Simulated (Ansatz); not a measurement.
Two isomers of C4H6S: A = `C=C1CCS1`, B = `CCC1=CS1`.

Calculated with Ansatz (gas phase, PBE0-D4/def2-TZVP geometries, no zero-point term in ΔE). CCSD(T)/CBS adds triple-zeta CCSD(T) − MP2 to the extrapolated MP2 energy (def2 sets, frozen cores). Functionals use def2-TZVPP. B3LYP here is the variant with VWN-RPA as its local correlation; programs differ in this. Each species was taken in one conformer, which may not be the lowest.

Task: Which isomer does CCSD(T)/CBS put lower? Give the gap. (Best estimate.)

Result: Ansatz gave: A, by 28.3 kcal/mol.

Task: Give E(B) − E(A) in kcal/mol with r2SCAN-D4, CCSD/def2-TZVPP, MP2/def2-TZVPP, HF/def2-TZVPP, B3LYP-D4, B2PLYP, ωB97M-V. (Best estimate.)

Result: Computed: r2SCAN-D4 29.9, CCSD/def2-TZVPP 29.4, MP2/def2-TZVPP 27.5, HF/def2-TZVPP 29.9, B3LYP-D4 29.3, B2PLYP 28.1, ωB97M-V 29.3. None reverses the order clearly.

Largest T1 diagnostic: 0.012.

In def2-TZVPP, CCSD(T) changes the Hartree–Fock value by −0.9 kcal/mol (the triples alone add −0.4 kcal/mol) and MP2 by −2.4 kcal/mol. From PBE to PBE0 (25 % exact exchange), in def2-TZVPP and without D4, E(B) − E(A) moves by +1.2 kcal/mol.
